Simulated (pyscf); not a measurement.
H₃Si–O–SiH₂–O–SiH₃ (SMILES [SiH3]O[SiH2]O[SiH3]) + F–CH₂–F (SMILES FCF) → F–SiH(O–SiH₃)–O–SiH₃ (SMILES F[SiH](O[SiH3])O[SiH3]) + H₃C–F (SMILES CF) (four-centre exchange; singlet surface; H–Si, C–F broken, F–Si, C–H formed). Optimised with ωB97X-D3(BJ)/def2-SVP in PySCF. Energies in kJ/mol from the separated reactants.

```csv
level,barrier,reaction energy
ωB97X-D3(BJ)/def2-TZVP,…,…
PBE/def2-TZVP,…,-198.2
r²SCAN/def2-TZVP,252.9,-209.6
B3LYP-D3(BJ)/def2-TZVP,268.8,-209.1
ωB97M-D3(BJ)/def2-TZVP,275.9,-210.6
HF/def2-TZVP,380.9,-210.3
```

What belongs in the gaps?


- ωB97X-D3(BJ)/def2-TZVP, barrier: 283.5
- ωB97X-D3(BJ)/def2-TZVP, reaction energy: -206.5
- PBE/def2-TZVP, barrier: 245.6

The functionals in the table span 37.9 kJ/mol in this barrier, from PBE to ωB97X-D3(BJ). From the product side, •H₂C–F + H• + F–SiH(O–SiH₃)–O–SiH₃ lies, by one bond made or cut, 36.5 kJ/mol under this saddle at ωB97M-D3(BJ). One saddle was located; it need not be the lowest between these sides.
